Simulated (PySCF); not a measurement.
## Structure from 2D NMR

Compound of formula C5H10. Correlations simulated from computed shifts and the bond graph:

HSQC (one-bond C–H):
```csv
δH,δC
5.61,131.3
1.78,29.6
1.73,16.5
1.73,19.0
```

COSY cross peaks (H two or three bonds apart, from the bond graph; peaks can be absent where the dihedral angle is near 90°):
```csv
δH,δH
5.61,1.73
```

HMBC (two and three bonds, from the bond graph):
```csv
δH,δC
5.61,"144.7, 29.6, 19.0, 16.5"
1.78,"144.7, 131.3, 19.0"
1.73,"144.7, 131.3"
1.73,"144.7, 131.3, 29.6"
```

Carbons without hydrogens: δ 144.7.

- PBE0-D3(BJ)/def2-TZVP structure
- σ from GIAO-PBE0/pcSseg-2
- code: PySCF
- one averaged value for each set of equivalent atoms, one computed conformer, non-relativistic Hamiltonian, isolated molecule

Shifts are taken against calculated references (same method and geometry level): TMS for ¹H (31.52 ppm) and ¹³C (186.03 ppm).

Exchangeable hydrogens are left out of these lists.

Work out the connectivity.

Results:

`CC=C(C)C`.

Atoms are numbered as in `[CH3:1][CH:2]=[C:3]([CH3:4])[CH3:5]`. Each H is labelled by its parent atom.

1. δC 144.7 is C3, a fully substituted alkene carbon.
2. δC 131.3 is C2, an alkene CH (δH 5.61).
3. δC 29.6 is C5, an allylic methyl carbon (δH 1.78).
4. δC 19.0 is C4, an allylic methyl carbon (δH 1.73).
5. δC 16.5 is C1, an allylic methyl carbon (δH 1.73).
6. HMBC from δH 5.61 reaches the proton-free carbon C3.
7. HMBC from δH 1.78 reaches the proton-free carbon C3.
8. HMBC from δH 1.73 reaches the proton-free carbon C3.
9. HMBC from δH 1.73 reaches the proton-free carbon C3.
10. COSY links 5.61–1.73.

Shifts are as computed. Against solution values, carbons near 30 ppm lie about +3 ppm off and those near 130 ppm about +9 ppm. Of 1309 compounds with measured shifts, 239 miss one by over three times the rms of a fit or turn the order of signals round; such compounds aren't used in these exercises.
